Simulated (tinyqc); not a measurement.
Inside a calculation. Method: harmonic frequencies on the RHF/sto-3g surface (energies and gradients from PySCF), for HF, spin multiplicity 1. One step of it, computed by the program tinyqc.

Task: One row of the Hessian: 1Fz. Displace 1Fz by +/-0.002 bohr; H(k, :) = (g(+) - g(-)) / (2 delta).

optimised positions (bohr):
```
           x         y         z
1F  0.000000  0.000000  0.066647
2H  0.000000  0.000000  1.872212
```

gradient at +delta (hartree/bohr):
```
             x           y            z
1F  0.00000000  0.00000000   0.00145386
2H  0.00000000  0.00000000  -0.00145386
```

gradient at -delta (hartree/bohr):
```
             x           y            z
1F  0.00000000  0.00000000  -0.00144724
2H  0.00000000  0.00000000   0.00144724
```

Give: row of the Hessian.

Result:

row of the Hessian (hartree/bohr^2): 1Fx 0.00000, 1Fy 0.00000, 1Fz 0.72527, 2Hx 0.00000, 2Hy 0.00000, 2Hz -0.72527
